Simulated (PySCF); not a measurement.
## BN: energy against distance

Set-up: B def2-TZVPP, N def2-TZVPP; no relativity (PySCF 2.14). Energies in eV from B + N in their ground configurations at the same level. State: ³Π (triplet), unpaired electrons σ ↑, π ↑.

| R (Å) | UHF-CCSD(T) | B3LYP | UHF-CCSD |
| --- | --- | --- | --- |
| 1.133 |  | -3.391 |  |
| 1.185 | -3.439 | -4.168 | -3.264 |
| 1.238 | -3.929 | -4.608 | -3.729 |
| 1.278 | -4.125 | -4.769 | -3.904 |
| 1.317 | -4.208 | -4.818 | -3.964 |
| 1.357 | -4.201 | -4.780 | -3.934 |
| 1.409 | -4.082 | -4.627 | -3.786 |
| 1.475 | -3.807 | -4.324 | -3.479 |
| 1.554 | -3.379 | -3.867 | -3.005 |
| 1.659 |  | -3.209 |  |

Q: Put a parabola through the three lowest points of the UHF-CCSD(T) curve and estimate Re, k and ωe (reduced mass 6.164 u; 1 eV/Å² = 0.16022 mdyn/Å; ωe = 1302.8·√(k/μ) cm⁻¹).

A: Through R = 1.278, 1.317, 1.357 Å the second-order coefficient is 29.2 eV/Å², so Re ≈ 1.334 Å, k ≈ 9.34 mdyn/Å and ωe ≈ 1604 cm⁻¹. A polynomial fit of higher order to the unrounded UHF-CCSD(T) energies gives Re = 1.333 Å, k = 8.47 mdyn/Å, ωe = 1528 cm⁻¹; anharmonicity and rounding make the difference.

The higher-order fit for each curve: UHF-CCSD(T): Re = 1.333 Å, ωe = 1528 cm⁻¹, De = 4.21 eV; B3LYP: Re = 1.318 Å, ωe = 1565 cm⁻¹, De = 4.82 eV; UHF-CCSD: Re = 1.322 Å, ωe = 1575 cm⁻¹, De = 3.97 eV.

Correlated steps freeze 2 core orbitals. The CCSD T1 diagnostic is raised, a sign that a single reference may not be enough here. The state was picked by a PBE0 search and need not be the measured ground state.
